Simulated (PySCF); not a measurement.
Molecule: `InChI=1S/C4H12P/c1-5(2,3)4/h1-4H3/q+1`.

Mapped SMILES: `[CH3:1][P+:2]([CH3:3])([CH3:4])[CH3:5]`; H(Xn) means a hydrogen on atom n.

Geometry PBE0-D3(BJ)/def2-SVP throughout; GIAO in PySCF 2.14.0 with density-fitted response routines, gas phase, one conformer, non-relativistic; equivalent atoms averaged; functional PBE0.

For orientation, cc-pVTZ gives these shifts δ (against TMS, H3PO4 at the same level): C1/C3/C4/C5 11.3, P2 -10.9, H(C1)/H(C3)/H(C4)/H(C5) 1.76 ppm.

A run gave: C1/C3/C4/C5 10.9, P2 -97.8, H(C1)/H(C3)/H(C4)/H(C5) 1.76 ppm (shifts δ (against TMS, H3PO4 at the same level)).

Problem. Which basis set was used in that run?
A. pcSseg-0
B. IGLO-III
C. aug-cc-pVDZ
D. cc-pVDZ

Solution. A. P2 tells them apart best: pcSseg-0 gives -97.8, cc-pVDZ gives 11.6, aug-cc-pVDZ gives -14.6, IGLO-III gives 11.4 ppm.
